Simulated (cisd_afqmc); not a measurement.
Input (AFQMC/CISD/aug-cc-pVDZ; cisd_afqmc is a phaseless AFQMC code with CISD trial states that reads the integrals written by Ansatz):

Ansatz 0.2 input:
```python
import cisd_afqmc

open("ham.yaml", "w").write("""\
crystal:
  periodic: [false, false, false]
  atoms:
    - {symbol: C, position_ang: [0.00000000, 0.00000000, 0.66559300]}
    - {symbol: C, position_ang: [0.00000000, -0.00000000, -0.66559300]}
    - {symbol: H, position_ang: [0.00000000, 0.92149500, 1.23166800]}
    - {symbol: H, position_ang: [0.00000000, -0.92149500, 1.23166800]}
    - {symbol: H, position_ang: [0.00000000, 0.92149500, -1.23166800]}
    - {symbol: H, position_ang: [0.00000000, -0.92149500, -1.23166800]}
basis:
  gaussian:
    orbitals: aug-cc-pVDZ
magnetization: {spin_polarized: false}
correlation: {method: ccsd, electrons: outside_noble_gas, hamiltonian_folder: ham}
""")
rep = cisd_afqmc.ansatz("ham.yaml")
e_ccsd = rep["correlation"]["coupled_cluster"]["energy"]["hartree"]
out = cisd_afqmc.run("ham", e_ccsd, trial="CISD", walkers=100, populations=8, threads=8, dt=0.005, steps=40, early=24, settle=10, least=32,
    cut=5e-5, rank_cut=2e-4, target=0.0004, seconds=1500, seed=1, memory=12960, gpu=False)
```

Output:

```
orbitals 80, occupied [6], factors 462 of 812, rank of the doubles 152 of 444
E(HF) = -78.043637
E(CCSD) on the cut factors = -78.357297, shift to the whole factors -0.000021
Energy of the trial state on the determinant = -78.357285
  tau behind 7.2 of longer steps, mean of the populations' last blocks
   2.0  -78.36912
   4.0  -78.37076
   6.0  -78.36761
   8.0  -78.36984
  10.0  -78.36914
blocks 391 (0 outliers left out), error by blocks joined: 1: 0.00021, 2: 0.00026, 4: 0.00032, 8: 0.00037, 16: 0.00040
E(AFQMC/CISD) = -78.36951 +/- 0.00040
```
